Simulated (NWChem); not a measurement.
System: SiH2, singlet; SMILES [SiH2]

All runs: NWChem. Low-valent species are run as closed-shell singlets; no triplet was tried in these runs. The geometry was optimised at B3LYP/6-31G* (spherical d). Total energies compare along this basis series because the functional is fixed.

| level | basis functions | energy (Ha) | highest occupied level (eV) | orbital gap (eV) | dipole (D) |
|---|---|---|---|---|---|
| CAM-B3LYP/cc-pVDZ | 28 | -290.6073 | -8.07 | 6.18 | 0.22 |
| CAM-B3LYP/aug-cc-pVDZ | 45 | -290.6089 | -8.16 | 6.11 | [?] |
| CAM-B3LYP/cc-pVTZ | 62 | -290.6219 | -8.16 | 6.19 | 0.11 |
| CAM-B3LYP/aug-cc-pVTZ | 96 | -290.6223 | -8.18 | 6.14 | 0.11 |
| CAM-B3LYP/cc-pVQZ | 119 | -290.6262 | -8.17 | 6.16 | 0.10 |

Fill in the missing entries.


- CAM-B3LYP/aug-cc-pVDZ, dipole (D): 0.15
